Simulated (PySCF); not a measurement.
**Multinuclear NMR of C4H7F**

Mapped SMILES: `[CH3:1]/[CH:2]=[CH:3]/[CH2:4][F:5]`. Each H is labelled by its parent atom.

Computational details: shieldings: GIAO PBE0/pcSseg-1, couplings computed with B3LYP/pcJ-1 (spin–dipole term only in couplings to heteroatoms), coordinates at the PBE0-D3(BJ)/def2-SVP level, in PySCF (a single conformation, in vacuum, no relativistic terms, one averaged value for each set of equivalent atoms).

**Question.** Where does $^{19}$F resonate?

**Answer.** 
```json
{"atoms": "F5", "environment": "fluorine on an sp3 carbon", "σ (ppm)": "430.7", "δ (ppm)": "-230.0"}
```

Shieldings were converted by a linear fit to measured shifts: $^{19}$F: δ = 160.63 − 0.942σ +14.9 on sp3 carbon (rms 6.9 ppm, 221 shifts, 7.7 ppm with the 5 outliers that the fit left out vs CFCl3, solution or neat liquid). Occasional misses reach two or three times the rms, and more in compound classes unlike the fitted ones. Couplings are scaled by factors fitted to measured values: $^{2}J$(H,H) × 0.91 (rms 0.6 Hz), $^{3}J$(H,H) × 0.91 (rms 0.4 Hz, 0.5 with 2 outliers), $^{1}J$(C,F) × 0.77 (rms 7.3 Hz), $^{2}J$(C,F) × 1.09 (rms 1.9 Hz, 5.0 with 1 outliers), $^{3}J$(C,F) × 1.48 (rms 1.3 Hz); all others are unscaled and can be 10–30 % off.

Couplings (the largest are listed; each averaged over equivalent pairs): $^{1}J$(C4,F5) = -185.6 Hz, $^{2}J$(F5,H(C4)) = 53.9 Hz, $^{2}J$(C3,F5) = 12.9 Hz, $^{3}J$(F5,H(C3)) = 25.0 Hz, $^{3}J$(C2,F5) = 22.1 Hz.

On a 500 MHz spectrometer $^{19}$F resonates near 470.5 MHz, so 1 ppm is 470.5 Hz.
